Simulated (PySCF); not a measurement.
A PySCF script (with the pyscf-properties extension) for the NMR shieldings of `O`, H2O, on a GFN2-xTB geometry:

```python
import basis_set_exchange as bse
import numpy as np
from pyscf import gto, dft
from pyscf.prop import nmr

atoms = """
O     0.004291    0.378521   -0.002555
H    -0.768585   -0.189524   -0.011120
H     0.775774   -0.191535    0.001121
"""
names = dict.fromkeys(["O", "H"], "def2-QZVP")
basis = {el: gto.basis.parse(bse.get_basis(n, elements=[el], fmt="nwchem")) for el, n in names.items()}
mol = gto.M(atom=atoms, basis=basis, charge=0, verbose=0)
mf = dft.RKS(mol, xc="HSE06")
mf.grids.level = 2
mf.grids.alignment = dft.numint.BLKSIZE   # the property module wants whole blocks of grid points
mf.conv_tol = 1e-9
mf.kernel()

calc = nmr.RKS(mf)   # GIAO
C = mf.mo_coeff
Co = C[:, mf.mo_occ > 0]
resp = mf.gen_response(singlet=True, hermi=2)
def vind(x):   # induced exchange potential for any number of trial vectors
    d = np.einsum("pi,xij,qj->xpq", C, 2 * x.reshape(-1, C.shape[1], Co.shape[1]), Co, optimize=True)
    return np.einsum("xpq,pi,qj->xij", resp(d - d.transpose(0, 2, 1)), C, Co, optimize=True).ravel()
mo1, _ = nmr.rhf.solve_mo1(calc, with_cphf=vind)
sigma = calc.kernel(mo1)
for i, s in enumerate(sigma):   # ppm
    w = np.linalg.eigvalsh((s + s.T) / 2)
    print("%2d %-2s iso %8.1f  s11 %8.1f  s22 %8.1f  s33 %8.1f" % (i, mol.atom_pure_symbol(i), w.mean(), *w))
```

Question: What are the results?

Answer: 
```
 0 O  iso    328.3  s11    300.8  s22    321.2  s33    362.8
 1 H  iso     30.8  s11     23.6  s22     24.9  s33     44.0
 2 H  iso     30.8  s11     23.6  s22     24.9  s33     44.0
```

These numbers come from an equivalent density-fitted implementation of the same equations, which agrees with the script to about 0.01 ppm for H and up to a few tenths of a ppm for heavy atoms, so last digits may differ.

Size and cost of the density-fitted run: 117 basis functions, 2.4 s wall time on 1 thread of an Intel Xeon, shared host; peak memory 0.39 GiB.
